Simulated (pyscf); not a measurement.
Optimised with ωB97X-D3(BJ)/def2-SVP in PySCF. MP2 and CC: frozen core, UHF for open shells. ΔMP2 is the change of the MP2 total energy from the triple- to the quadruple-zeta basis.

### Question
PBE/def2-TZVP puts the barrier of HO–GeH₂–Cl -> Cl–GeH: [singlet] + H₂O (1,1-elimination; singlet surface; Ge–O, Ge–H broken, H–O formed) at 50.2 kcal/mol and the reaction energy at +31.8 kcal/mol, from the reactant's lowest minimum found. What do M06-2X/def2-TZVP, ωB97M-D3(BJ)/def2-TZVP, CCSD(T)/def2-TZVPP + ΔMP2(QZVPP) give on the same structures?

### Answer
M06-2X: ΔE‡ = 64.3 kcal/mol, ΔE = +39.0 kcal/mol; ωB97M-D3(BJ): ΔE‡ = 61.3 kcal/mol, ΔE = +33.3 kcal/mol; CCSD(T): ΔE‡ = 62.1 kcal/mol, ΔE = +35.5 kcal/mol. PBE's barrier lies under all of them, by 11.1 to 14.1 kcal/mol. Its reaction energy lies under all of them, by 1.5 to 7.2 kcal/mol. Low barriers are usual for a GGA, whose delocalisation error favours stretched bonds. On the product side the descent ends in a bound adduct, 16.5 kcal/mol under the separated species and 42.4 kcal/mol under the saddle at ωB97X-D3(BJ)/def2-TZVP. At ωB97X-D3(BJ) the barrier from the zero used here is 64.4 kcal/mol. This is the saddle that the search found; another between the same sides may lie lower. The CCSD(T) − MP2 part came from Ansatz, without density fitting, on the same reference. The frozen core leaves the outer d or s,p core shells of the metals and heavy elements correlated in the MP2 and CC values, and def2-TZVPP describes them poorly, which can shift differences by a few kcal/mol. Elements up to Kr have no core potential and no relativistic terms here.
